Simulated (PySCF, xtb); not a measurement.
CS2, SMILES S=C=S (connectivity only; charge and spin as stated), charge -1, multiplicity 2.

The structure is a stationary point at B3LYP-D3(BJ)/def2-TZVPD. The spin state was assumed, not searched.

Calculation: IEF-PCM-ωB97X/def2-SVPD in PySCF.

The values are the electrostatic part of the solvation free energy, E(continuum) − E(gas) at the gas-phase geometry, in a cavity of scaled van der Waals radii (PySCF's table); cavitation and dispersion terms are not included.

Computed values in water (ε = 78.36), chloroform (ε = 4.71), ethanol (ε = 24.85):
```
solvent         ε  ΔG(elec) (kcal/mol)
----------  -----  -------------------
water       78.36                -54.7
chloroform   4.71                -43.4
ethanol     24.85                -53.1
```

For comparison, GFN2-xTB/ALPB(water) (xtb, at the GFN2-xTB geometry, all terms of that model) gives -49.9 kcal/mol.
